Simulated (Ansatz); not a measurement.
# AlH3: the cost of one run

Method: PBE0-D4/def2-TZVP structures, single points in def2-TZVPP, no counterpoise correction; program: Ansatz 0.2.0, Gaussian basis.

Levels: SPW92, PBE-D4, BLYP-D4, r2SCAN-D4, B97M-V, PBE0-D4, B3LYP-D4, r2SCAN0-D4, BHLYP-D4, CAM-B3LYP-D4, wB97X-V, wB97M-V, B2PLYP, PBE-QIDH, RPA on PBE, Hartree-Fock, MP2, CCSD, CCSD(T).

Correlated methods freeze the cores. B3LYP uses VWN-RPA correlation. B2PLYP carries no dispersion term here.

56 further runs of the same task are left out: 56 set aside as unsound or not needed.

### Step 1. Where the work starts

The complex: 8 atoms, charge 0, spin multiplicity 1.

Atoms are counted from 1 here; the program's logs count them from 0.

Bond lengths: Al1–H2 1.596 Å, Al1–H3 1.592 Å, Al1–H4 1.592 Å, C5–C6 1.204 Å, C5–H7 1.067 Å, C6–H8 1.066 Å. Angles: H2–Al1–H3 118.6°, H2–Al1–H4 118.6°, H3–Al1–H4 118.9°, C6–C5–H7 176.3°, C5–C6–H8 178.4°.

Coordinates:

```
Al   -0.8500   -0.7210   -0.2789
H    -0.8407   -1.4118    1.1598
H    -0.1363   -1.4711   -1.4888
H    -1.9795    0.3544   -0.6005
C     0.8848    1.0146   -0.2618
C     0.9818    0.5781    0.8563
H     0.8502    1.4458   -1.2376
H     1.0896    0.2110    1.8516
```

Its parts: AlH₃ holds atoms 1, 2, 3, 4; C₂H₂ holds atoms 5, 6, 7, 8. Each part counts its atoms afresh in its own runs.

### Step 2. Relaxing AlH₃ alone

Input file relax-a/in.yaml:

```yaml
crystal:
  periodic: [false, false, false]
  atoms:
    - {symbol: Al, position_ang: [-0.850020, -0.720991, -0.278891]}
    - {symbol: H, position_ang: [-0.840666, -1.411801, 1.159795]}
    - {symbol: H, position_ang: [-0.136291, -1.471064, -1.488795]}
    - {symbol: H, position_ang: [-1.979517, 0.354424, -0.600503]}
basis:
  gaussian: {orbitals: def2-TZVP}
hamiltonian: {xc: pbe0, dispersion: d4}
relax: {f_tol: 0.005, max_steps: 200}
```

Launch:

```bash
$ ansatz run in.yaml --threads 2 --pin off --events-out ev --progress --plain --max-ram 4352MiB
```

**Question.** How long does this run take on 2 threads of AMD EPYC 7R13, shared host?

About 1.2 s.
